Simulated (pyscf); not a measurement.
A first-order saddle from PySCF, ωB97X-D3(BJ)/def2-SVP:

```xyz
8

As     1.2049    -0.2814     0.2569
O      0.9442    -1.2423    -1.2776
H      0.3562     1.7609    -0.1145
H      0.1634    -0.9697     1.1632
H      0.1222    -0.9790    -1.7024
O     -0.6644     2.0118     0.0675
H     -0.6576     0.9423     0.2405
H     -0.6661     2.4078     0.9630
```
Charge 0, spin multiplicity 1.

Surface: singlet, charge 0. Lowest wavenumbers (cm⁻¹): 1400i, 110, 166, 224, 311.

Question: Name the species on either side of this saddle.

Answer: HO–AsH₂ + H₂O ⇌ HO–AsH₂ + H₂O, a four-centre exchange read from left to right: As–H, H–O broken and As–H, H–O formed. At CCSD(T)/def2-TZVPP + ΔMP2(QZVPP) it lies +60.4 kcal/mol from the left side and +60.4 kcal/mol from the right (each side as separated species at their lowest minima found). The same reactants have a lower exit, to HO–AsH–OH + H₂ (barrier +49.1 kcal/mol at ωB97M-D3(BJ)/def2-TZVP, against +58.0 kcal/mol here). Another saddle between the same species, by other bonds, lies lower (30.6 kcal/mol against 58.0 kcal/mol at ωB97M-D3(BJ)/def2-TZVP). The CCSD(T) − MP2 part came from Ansatz, without density fitting, on the same reference. The frozen core leaves the outer d or s,p core shells of the metals and heavy elements correlated in the MP2 and CC values, and def2-TZVPP describes them poorly, which can shift differences by a few kcal/mol. Elements up to Kr have no core potential and no relativistic terms here.
